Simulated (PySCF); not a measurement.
# How the method moves the gas-phase deprotonation enthalpies of N,N-dimethylthioformamide

Structure: `CN(C)C=S` (C3H7NS). Atom numbers as in the mapped SMILES `[CH3:1][N:2]([CH3:3])[CH:4]=[S:5]`.

All levels share the PBE0-D3(BJ)/ma-def2-SVP structures and the PBE0-D3(BJ)/ma-def2-SVP thermal terms; only the single-point energies (PySCF) change. Values are gas-phase deprotonation enthalpies (298 K, kJ/mol).

Measured (NIST Chemistry WebBook): deprotonation enthalpy (ΔH) 1587 kJ/mol.

| level | C4 | C1 | time |
| --- | --- | --- | --- |
| M06/aug-cc-pVDZ (grid 1) | 1580 | 1580 | 26 s |
| M06-L/aug-cc-pVDZ (grid 4) | 1605 | 1591 | 2 min |
| ωB97X-D3(BJ)/ma-def2-TZVP | 1611 | 1617 | – |
| M06-L/ma-def2-TZVP (grid 3) | 1618 | 1602 | 120 s |

Times are wall times for all single points of a level on 1 thread of Arm Neoverse V1, a shared host; the dash marks the run that also made the structures. M06-L ran on a slower path of this set-up, which computes the density-fitting integrals anew in every SCF cycle while the other levels store them. So the times needn't show the usual order of cost, and those levels read slower than they are.

The widest spread is that of C4: 38 kJ/mol, from 1580 to 1618.

Known limits: the order of C4 and C1 is undecided: the gaps lie inside the method's error (some 10 kJ/mol, one structure a species).
